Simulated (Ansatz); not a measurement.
Cartesian coordinates (Å):
```xyz
5

C      0.0000     0.0000     0.0000
H      0.4714     0.7689    -0.6115
H      0.7598    -0.5104     0.5912
H     -0.5024    -0.7200    -0.6454
H     -0.7288     0.4615     0.6657
```
Charge +1, spin multiplicity 2.

Calculation: frozen-core CCSD(T)/def2-TZVPP // PBE0-D3(BJ)/def2-TZVP in Ansatz (a program for electronic structure). The geometry is that of the parent before the electron was removed.

| Property | Result |
|---|---|
| HF energy | -39.72732 Ha |
| MP2 correlation energy | -0.15661 Ha |

**Question.** Estimate the CCSD correlation energy, the (T) correction, the total energy and the T1 diagnostic.

**Answer.** 
```json
{
 "CCSD correlation energy": "-0.17895 Ha",
 "(T) correction": "-0.00473 Ha",
 "CCSD(T) total energy": "-39.91100 Ha",
 "T1 diagnostic": "0.013"
}
```
